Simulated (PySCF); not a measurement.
# CCSDT/STO-6G run of HNO (nitroxyl)

What is the energy change on altering one bond length of HNO (nitroxyl) at CCSDT/STO-6G? The job is set up through a Python script.

The calculation is run with PySCF 2.14.0.

11 further runs of the same task are left out: 11 set aside as unsound or not needed.

## Step 1: The molecule

HNO has 3 atoms, charge 0, and is taken as a singlet. SMILES: `N=O`. The shape is that of a GFN2-xTB optimisation.

Bond lengths: N1–O2 1.201 Å, N1–H3 1.062 Å. Angles: O2–N1–H3 112.4°.

## Step 2: The energy at CCSDT/STO-6G

input.py

```python
from pyscf import gto, cc

mol = gto.M(
    atom='''
N     -0.521451     0.561664    -0.216903
O      1.452406     0.789962     0.880896
H     -0.930955    -1.351608    -0.664012
''',
    basis='sto-6g',
    verbose=3,
    charge=0,
    spin=0,
    unit='bohr',
    max_memory=1860,
)

myscf = mol.RHF()
myscf.conv_tol = 1e-10
myscf.kernel()
if not myscf.converged:
    myscf = myscf.newton().run(myscf.mo_coeff, myscf.mo_occ)

mycc = cc.CCSDT(myscf, frozen=2)
mycc.kernel()
e_final = mycc.e_tot
print('Final energy', e_final)
```

Run with:

```
$ OMP_NUM_THREADS=1 python input.py
```

The log of the run:

```text
converged SCF energy = -129.295721157996
_make_eris_incore_RCCSDT

WARN: A large `blksize` is being used, which may cause large memory consumption
      for storing contraction intermediates. If memory is sufficient, consider using
      `pyscf.cc.rccsdt_highm.RCCSDT` instead.

WARN: A large `blksize_oovv` is being used, which may cause large memory consumption
      for storing contraction intermediates. If memory is sufficient, consider using
      `pyscf.cc.rccsdt_highm.RCCSDT` instead.

WARN: A large `blksize_oooo` is being used, which may cause large memory consumption
      for storing contraction intermediates. If memory is sufficient, consider using
      `pyscf.cc.rccsdt_highm.RCCSDT` instead.

RCCSDT converged
E(RCCSDT) = -129.4422304818506   E_corr = -0.146509323854165
E_corr(same-spin) = -0.0177076368955165
E_corr(oppo-spin) = -0.128801686958649
Final energy -129.44223048185063
```

It took 0.93 s on 1 thread of Arm Neoverse V2, shared host; peak memory 0.11 GiB.

## Step 3: The distorted shape, same level

job.py

```python
from pyscf import gto, cc

molecule = gto.Mole()
molecule.atom = 'N 0.114115 2.119625 0.311095; O 1.158635 2.240435 0.892025; H -0.492640 -0.715240 -0.351380'
molecule.verbose = 3
molecule.basis = 'sto-6g'
molecule.max_memory = 1860
molecule.build()

hf = molecule.RHF()
hf.conv_tol = 1e-10
hf.kernel()
if not hf.converged:
    hf = hf.newton().run(hf.mo_coeff, hf.mo_occ)

mycc = cc.CCSDT(hf, frozen=2)
mycc.kernel()
energy = mycc.e_tot
print('Final energy', energy)
```

Run with:

```
$ OMP_NUM_THREADS=1 python job.py
```

The log of the run:

```text
converged SCF energy = -128.990647645892
_make_eris_incore_RCCSDT

WARN: A large `blksize` is being used, which may cause large memory consumption
      for storing contraction intermediates. If memory is sufficient, consider using
      `pyscf.cc.rccsdt_highm.RCCSDT` instead.

WARN: A large `blksize_oovv` is being used, which may cause large memory consumption
      for storing contraction intermediates. If memory is sufficient, consider using
      `pyscf.cc.rccsdt_highm.RCCSDT` instead.

WARN: A large `blksize_oooo` is being used, which may cause large memory consumption
      for storing contraction intermediates. If memory is sufficient, consider using
      `pyscf.cc.rccsdt_highm.RCCSDT` instead.

RCCSDT converged
E(RCCSDT) = -129.3795385804248   E_corr = -0.3888909345329319
E_corr(same-spin) = -0.031950039613463
E_corr(oppo-spin) = -0.356940894919469
Final energy -129.37953858042485
```

It took 0.87 s on 1 thread of Arm Neoverse V2, shared host; peak memory 0.12 GiB.

## Step 4: What came out

At CCSDT/STO-6G, 2 core orbitals frozen:

| quantity | value |
| --- | --- |
| first shape: total energy | -129.44223 Eh |
| first shape: dipole moment (Hartree–Fock density) | 1.51 D |
| first shape: HOMO energy (Hartree–Fock orbitals) | -9.00 eV |
| first shape: LUMO energy (Hartree–Fock orbitals) | 5.98 eV |
| first shape: HOMO–LUMO gap (Hartree–Fock orbitals) | 14.98 eV |
| first shape: correlation energy (2 core orbitals frozen) | -146.5 mEh |
| first shape: T1 diagnostic | 0.010 |
| distorted shape: total energy | -129.37954 Eh |
| distorted shape: dipole moment (Hartree–Fock density) | 1.22 D |
| distorted shape: HOMO energy (Hartree–Fock orbitals) | -4.16 eV |
| distorted shape: LUMO energy (Hartree–Fock orbitals) | 1.05 eV |
| distorted shape: HOMO–LUMO gap (Hartree–Fock orbitals) | 5.21 eV |
| distorted shape: correlation energy (2 core orbitals frozen) | -388.9 mEh |
| distorted shape: T1 diagnostic | 0.025 |
| energy change with the N1–H3 bond stretched from 1.062 to 2.974 Å | 1.706 eV |

**Reading.** With the N1–H3 bond stretched from 1.062 to 2.974 Å the energy rises by 1.71 eV (39 kcal/mol). The first shape isn't relaxed at this level, so the change isn't measured from a minimum. The minimal basis adds a large error of its own. The T1 diagnostic (distorted shape) of 0.025 is above the customary mark for such species, so a single reference may not serve.
